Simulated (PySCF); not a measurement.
C3H8NO (doublet state).
Structure used (GFN2-xTB), in Å, numbered top down from 1:
```
atom  x, y, z in Å
C1     1.857   -0.248    0.400
O2     0.731   -0.772   -0.260
C3    -0.309    0.145   -0.502
C4    -1.633   -0.484    0.022
N5    -0.036    1.414   -0.039
H6     2.321    0.547   -0.191
H7     2.544   -1.082    0.526
H8     1.577    0.174    1.370
H9    -0.428    0.170   -1.615
H10   -1.728   -1.489   -0.374
H11   -1.589   -0.526    1.107
H12   -2.481    0.120   -0.288
H13   -0.831    2.031   -0.175
```

The hyperfine couplings belong to this conformer and change with its torsions.

As a line formula: `CO[C@@H](C)[NH]` [radical].

Theory: PySCF, UKS B3LYP, pcH-1 on C H N O, non-relativistic, mean-field spin-orbit, GIAO. Geometry: GFN2-xTB, one conformer, isolated molecule. A GFN2-xTB geometry isn't a minimum of the functional, and hyperfine couplings can be far from their values at a DFT geometry. No stability test was run, so a lower SCF solution isn't excluded.

Break the g tensor into its mass correction, gauge correction and orbital-Zeeman/spin–orbit terms.

```
                    Δg (ppm)     1     2     3
relativistic mass correction  -208  -208  -208
            gauge correction     1    37    40
   orbital Zeeman/spin–orbit     1  1718  5018
                       total  -206  1547  4850
```

So g = 2.00211, 2.00387, 2.00717 and g_iso = 2.00438; the tensor is rhombic: the two nearest values differ by 35 % of g3 − g1. 

At 9.741 GHz, how far is the centre of the isotropic spectrum from where a free electron (g = 2.002319) resonates?

B = hν/(g μB) with μB/h = 13.99624 MHz/mT gives 347.58 mT for the free electron and 347.23 mT at g_iso, 0.36 mT lower.

Average each term over the three axes. Which is largest in size?

The orbital-Zeeman/spin–orbit term 2246, the mass correction -208 and the gauge correction 26 ppm, for a total of 2064 ppm. The orbital-Zeeman/spin–orbit term is the largest in size. The mass correction is the same along every axis, so the anisotropy comes from the other two: their spans along these axes are 39 (gauge) and 5017 ppm (orbital Zeeman/spin–orbit).

What are the electron Larmor frequencies g μB B/h along the three axes at 350 mT?

9.8077, 9.8163, 9.8325 GHz for g1, g2 and g3, a range of 24.8 MHz.

In a frozen sample, at which fields do the three g values resonate at 9.5, 34, 94 and 263 GHz (hyperfine left aside), and which band first spreads them over more than twice a line width of 1.0 mT?

| band | GHz | B(g3) mT | B(g2) mT | B(g1) mT | spread mT |
| --- | --- | --- | --- | --- | --- |
| X | 9.5 | 338.16 | 338.72 | 339.02 | 0.85 |
| Q | 34.0 | 1210.27 | 1212.27 | 1213.33 | 3.06 |
| W | 94.0 | 3346.05 | 3351.56 | 3354.50 | 8.45 |
| J | 263.0 | 9361.82 | 9377.25 | 9385.46 | 23.64 |

The spread grows in proportion to the frequency. Q band is the first where it exceeds 2.0 mT.

The Mulliken spin populations are largest on N5 (+0.90), H9 (+0.11), C3 (-0.07) and C4 (+0.07). No atom but N5 exceeds +0.15. The positive populations add up to 1.11 and the negative ones to -0.11, together 2S = 1.

The HOMO–LUMO gaps are 7.53 eV among the α and 4.12 eV among the β orbitals.

On an Arm Neoverse V2 with one thread (shared host), this took 28 s wall (with the writing of density and orbital grids) and 0.80 GiB of memory at its peak.
